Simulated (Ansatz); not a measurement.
# C₆H₆: a ladder of functionals and wavefunction methods

An exercise on one series of results from a longer session: the logs are not shown, and one member is left open.

Program: Ansatz 0.2.0, Gaussian basis. Level of theory: functionals in def2-TZVPP, the program's frozen cores in correlated methods. These are calculated values, not measurements.

Plan: LDA (SPW92), PBE-D4, revPBE-D4, BLYP-D4, r2SCAN-D4, B97M-V, PBE0-D4, B3LYP-D4, r2SCANh-D4, r2SCAN0-D4, HSE06-D4, BHLYP-D4, CAM-B3LYP-D4, LC-ωPBE, ωB97X-V, ωB97M-V, B2PLYP, PBE-QIDH; CCSD(T)/def2-SVP; CCSD(T)/def2-TZVPP; MP2/def2-QZVPP; extrapolation to the limit; RPA on PBE.

## The geometry

An earlier PBE0-D4 in a triple-zeta def2 set relaxation fixed the geometry.

SMILES `C=C1C=CC=C1`, 12 atoms, charge 0, spin multiplicity 1.

Atoms are counted from 1 here; the program's logs count them from 0.

Bond lengths: C1–C2 1.336 Å, C1–H7 1.084 Å, C1–H8 1.084 Å, C2–C3 1.465 Å, C2–C6 1.465 Å, C3–C4 1.346 Å, C3–H9 1.081 Å, C4–C5 1.466 Å, C4–H10 1.082 Å, C5–C6 1.346 Å, C5–H11 1.082 Å, C6–H12 1.081 Å. Angles: C2–C1–H7 121.3°, C2–C1–H8 121.3°, H7–C1–H8 117.3°, C1–C2–C3 126.8°, C1–C2–C6 126.8°, C3–C2–C6 106.3°, C2–C3–C4 107.8°, C2–C3–H9 124.6°, C4–C3–H9 127.6°, C3–C4–C5 109.0°, C3–C4–H10 126.4°, C5–C4–H10 124.6°, C4–C5–C6 109.0°, C4–C5–H11 124.6°, C6–C5–H11 126.4°, C2–C6–C5 107.8°, C2–C6–H12 124.6°, C5–C6–H12 127.6°.

The first run:

File in.yaml:

```yaml
crystal:
  periodic: [false, false, false]
  atoms:
    - {symbol: C, position_ang: [-0.818070, -1.597615, 0.906600]}
    - {symbol: C, position_ang: [-0.269851, -0.537824, 0.305541]}
    - {symbol: C, position_ang: [0.652901, 0.430422, 0.902617]}
    - {symbol: C, position_ang: [0.964811, 1.337498, -0.041678]}
    - {symbol: C, position_ang: [0.261537, 0.997412, -1.282683]}
    - {symbol: C, position_ang: [-0.471641, -0.113374, -1.081747]}
    - {symbol: H, position_ang: [-1.493448, -2.259817, 0.376512]}
    - {symbol: H, position_ang: [-0.605429, -1.830171, 1.944066]}
    - {symbol: H, position_ang: [1.002394, 0.394645, 1.924445]}
    - {symbol: H, position_ang: [1.624930, 2.186303, 0.076558]}
    - {symbol: H, position_ang: [0.333229, 1.561631, -2.202858]}
    - {symbol: H, position_ang: [-1.104366, -0.624209, -1.793272]}
basis:
  gaussian: {orbitals: def2-TZVPP}
hamiltonian: {xc: lda}
output: {orbitals: {seedname: orbitals}}
```

Among the steps run: LDA; PBE-D4 (GGA); revPBE-D4 (GGA); BLYP-D4 (GGA); r2SCAN-D4 (meta-GGA); B97M-V (meta-GGA); PBE0-D4 (hybrid); B3LYP-D4 (hybrid); r2SCANh-D4 (hybrid); r2SCAN0-D4 (hybrid); HSE06-D4 (hybrid); BHLYP-D4 (hybrid); CAM-B3LYP-D4 (range-separated); LC-ωPBE-D4 (range-separated; the results give it without D4); ωB97X-V (range-separated); ωB97M-V (range-separated); B2PLYP (double hybrid); PBE-QIDH (double hybrid).

One of the session's tables, all rows but one given; the rest of the session is left out.

It belongs to the step «Frontier levels by functional». 

| functional | HOMO (eV) | LUMO (eV) | gap (eV) |
| --- | --- | --- | --- |
| LDA (SPW92) | -5.57 | -3.03 | 2.54 |
| PBE-D4 | -5.36 | -2.79 | 2.57 |
| revPBE-D4 | -5.29 | -2.71 | 2.58 |
| BLYP-D4 | -5.19 | -2.62 | 2.56 |
| r2SCAN-D4 | -5.50 | -2.69 | 2.81 |
| B97M-V | -5.47 | -2.58 | 2.89 |
| PBE0-D4 | -6.38 | -1.91 | 4.47 |
| B3LYP-D4 | -6.16 | -2.08 | 4.07 |
| r2SCANh-D4 | -5.89 | -2.36 | 3.53 |
| r2SCAN0-D4 | -6.48 | -1.87 | 4.61 |
| HSE06-D4 | -5.98 | -2.28 | 3.69 |
| BHLYP-D4 | ? | ? | ? |
| CAM-B3LYP-D4 | -7.66 | -0.81 | 6.85 |
| LC-ωPBE | -9.04 | 0.23 | 9.27 |
| ωB97X-V | -8.65 | 0.21 | 8.85 |
| ωB97M-V | -8.57 | 0.13 | 8.70 |

**Question.** Estimate the row for BHLYP-D4.

Worked estimate for «HOMO (eV)». Against the share of exact exchange, BLYP-D4 (0, -5.19), B3LYP-D4 (0.2, -6.16) give a slope of -4.85 per unit share; at 0.5 the line stands at -7.61.

The run gave: HOMO (eV): -7.21; LUMO (eV): -0.86; gap (eV): 6.35. In «HOMO (eV)» the line misses by -0.40.
